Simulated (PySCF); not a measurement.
# Working out the ionisation energy of Si

Si [Ne] 3s2 3p2 (3P) → Si+ [Ne] 3s2 3p1 (2P). All numbers are calculated (PySCF 2.14, no relativity, point nucleus, in aug-cc-pV(Q+d)Z with one added diffuse shell each of s, p, d, f, g type (8s7p6d4f3g, 114 functions)). Frozen: [Ne]. Energies in hartree (1 hartree = 27.21139 eV):

| part | Si (lower) | Si+ (upper) |
| --- | --- | --- |
| UHF | -288.858467 | -288.577821 |
| MP2 opposite-spin | -0.049954 | -0.041217 |
| MP2 same-spin | -0.010257 | -0.002822 |

Problem. What does Hartree-Fock give?

Solution. (-288.577821) − (-288.858467) = 0.280646 hartree = 7.637 eV.

Problem. What do MP2 and SCS-MP2 (6/5 opposite-spin, 1/3 same-spin) give?

Solution. The opposite-spin parts differ by 0.238 eV and the same-spin parts by 0.202 eV. MP2: 7.637 + (0.238) + (0.202) = 8.077 eV. SCS-MP2: 7.637 + 1.2 × (0.238) + (0.202)/3 = 7.990 eV.

Measured between the centres of the two terms (NIST): 8.157 eV, so MP2 (valence) is off by -0.080 eV.

What remains against the reference includes basis incompleteness, the frozen core and correlation beyond second order.
